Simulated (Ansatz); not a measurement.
Two isomers of C3H5N: A = `NC1C=C1`, B = `[C-]#[N+]CC`.

Calculated with Ansatz (gas phase, PBE0-D4/def2-TZVP geometries, no zero-point term in ΔE). CBS: MP2 limit from def2 TZ/QZ plus the TZ coupled-cluster correction, frozen cores. DFT in def2-TZVPP. B3LYP here is the variant with VWN-RPA as its local correlation; programs differ in this. One conformer a species, not always the lowest.

A:

```xyz
9

N     0.615   -0.761    1.050
C     0.478   -0.095   -0.220
C    -0.520    0.988   -0.480
C    -0.794   -0.181   -0.971
H     1.358   -0.346    1.599
H    -0.243   -0.687    1.584
H     1.424   -0.101   -0.761
H    -0.831    2.007   -0.309
H    -1.487   -0.824   -1.491
```

B:

```xyz
9

C    -1.2076   -1.4916   -1.7238
N    -0.6860   -1.0629   -0.7749
C    -0.0468   -0.5107    0.3621
C     0.3849    0.9248    0.1240
H    -0.7419   -0.5726    1.2034
H     0.8139   -1.1397    0.6040
H    -0.4759    1.5541   -0.1060
H     1.0874    0.9841   -0.7082
H     0.8719    1.3146    1.0194
```

**Question.** Which isomer does CCSD(T)/CBS put lower? Give the gap. (An estimate is asked.)

**Answer.** Computed: B, by 35.7 kcal/mol.

**Question.** Give E(B) − E(A) in kcal/mol with ωB97M-V, CCSD(T)/def2-SVP, LDA (SPW92), HF/def2-TZVPP, MP2/def2-TZVPP, B3LYP-D4, B2PLYP. (Estimate.)

**Answer.** Ansatz gave: ωB97M-V -36.1, CCSD(T)/def2-SVP -41.0, LDA (SPW92) -23.4, HF/def2-TZVPP -48.0, MP2/def2-TZVPP -35.6, B3LYP-D4 -36.8, B2PLYP -37.7. None reverses the order clearly.

**Question.** Does the order hold for the free energy at 298.15 K (harmonic terms from PBE0-D4)? (Best estimate.)

**Answer.** Computed: Yes: G(B) − G(A) = -35.7 kcal/mol, for one conformer each.

Largest T1 diagnostic: 0.012.

From BLYP to BHLYP (50 % exact exchange), in def2-TZVPP and without D4, E(B) − E(A) moves by −2.2 kcal/mol. At CCSD(T), def2-SVP lies −5.3 kcal/mol from the extrapolated value and def2-TZVPP −2.4 kcal/mol.
